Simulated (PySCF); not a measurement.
**CF: frontier orbitals**

PBEsol at R = 1.319 Å; C STO-3G, F STO-3G; no relativity (PySCF 2.14). State: ²Π (doublet), unpaired electrons π ↑. Only the outer orbitals are listed, counted within each symmetry.

| spin | orbital | occ. | ε (eV) | on C (%) | main shells (%) |
| --- | --- | --- | --- | --- | --- |
| α | 3σ | 1 | -29.81 | 13 | 84 F s |
| α | 4σ | 1 | -12.73 | 39 | 47 F p, 36 C s, 13 F s |
| α | 1π | 1 | -8.28 | 18 | 82 F p, 18 C p |
| α | 1π | 1 | -8.11 | 19 | 81 F p, 19 C p |
| α | 5σ | 1 | -5.56 | 77 | 51 C s, 26 C p, 23 F p |
| α | 2π | 1 | -0.09 | 81 | 81 C p, 19 F p |
| α | 2π | 0 | 0.03 | 82 | 82 C p, 18 F p |
| α | 6σ | 0 | 8.96 | 71 | 66 C p, 26 F p |
| β | 3σ | 1 | -29.57 | 12 | 85 F s |
| β | 4σ | 1 | -12.15 | 34 | 54 F p, 30 C s, 12 F s |
| β | 1π | 1 | -8.13 | 15 | 84 F p, 16 C p |
| β | 1π | 1 | -7.36 | 13 | 87 F p, 13 C p |
| β | 5σ | 1 | -4.71 | 82 | 57 C s, 25 C p, 18 F p |
| β | 2π | 0 | 0.74 | 85 | 84 C p, 16 F p |
| β | 2π | 0 | 2.28 | 87 | 87 C p, 13 F p |
| β | 6σ | 0 | 9.70 | 72 | 66 C p, 25 F p |

Q: Which are the highest filled and the lowest empty level, where do they sit, and how wide is the gap?

A: Highest filled α 2π at -0.09 eV (in %: 81 C p, 19 F p); lowest empty α 2π at 0.03 eV (in %: 82 C p, 18 F p); the gap at PBEsol is 0.12 eV. Both belong to one degenerate shell, split only by its one-sided filling, so this is no excitation gap. An empty level above zero is unbound, and its energy depends on the basis.

```json
{"bond order (Mayer)": "1.59", "⟨S²⟩": "0.751", "charge on C (Mulliken, basis-dependent)": "-0.03", "charge on C (Löwdin, basis-dependent)": "-0.11", "dipole moment (positive dipole means C(−)F(+))": "1.24 D"}
```

STO-3G is very small, so such numbers show the basis as much as the molecule. The state was picked by a PBE0 search and need not be the measured ground state.
